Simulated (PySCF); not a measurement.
Working out the ionisation energy of Al

Al [Ne] 3s2 3p1 (2P) → Al⁺ [Ne] 3s2 (1S). All numbers are calculated (PySCF 2.14, no relativity, point nucleus, in pcseg-2 (5s4p2d1f, 34 functions)). Frozen: [Ne]. Energies in hartree (1 hartree = 27.21139 eV):

```csv
part,Al (lower),Al⁺ (upper)
UHF,-241.869341,-241.665111
CCSD correlation,-0.044670,-0.038900
(T),-0.000690,0.000000
```

**Question.** What does Hartree-Fock give?

**Answer.** (-241.665111) − (-241.869341) = 0.204230 hartree = 5.557 eV.

**Question.** What do CCSD and CCSD(T) give?

**Answer.** The CCSD correlation energies differ by 0.005770 hartree = 0.157 eV and the triples by 0.000690 hartree = 0.019 eV, so CCSD gives 5.714 eV and CCSD(T) 5.733 eV.

Measured between the centres of the two terms (NIST): 5.977 eV, so CCSD(T) (valence) is off by -0.244 eV.

What remains against the reference includes basis incompleteness, the frozen core and higher excitations.
